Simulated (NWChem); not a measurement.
# NO in NWChem

```xyz
2

N      0.0000     0.0000     0.6093
O      0.0000     0.0000    -0.5331
```
Charge 0, spin multiplicity 2.

All runs are NWChem calculations. The geometry was optimised at UPBE0/def2-SVP, a minimum by its harmonic frequencies.

The correlated methods keep 2 core orbitals frozen. The Pople sets run with spherical d functions. The structure started from a generated list of species. The unpaired electrons of the parent sit in orbitals of symmetry b2 (C2v labels of the run); other states weren't searched. The stability of the SCF solutions was not checked.

Worked example. A B2PLYP run in 6-311G** ends its self-consistent part (53 % exact exchange, 47 % B88, 73 % LYP) at -129.71223 Ha, and second-order perturbation theory on those orbitals gives -0.42660 Ha unscaled.

The perturbative term enters with the weight 0.27: -129.71223 + 0.27·(-0.42660) = -129.82741 Ha is the total energy.
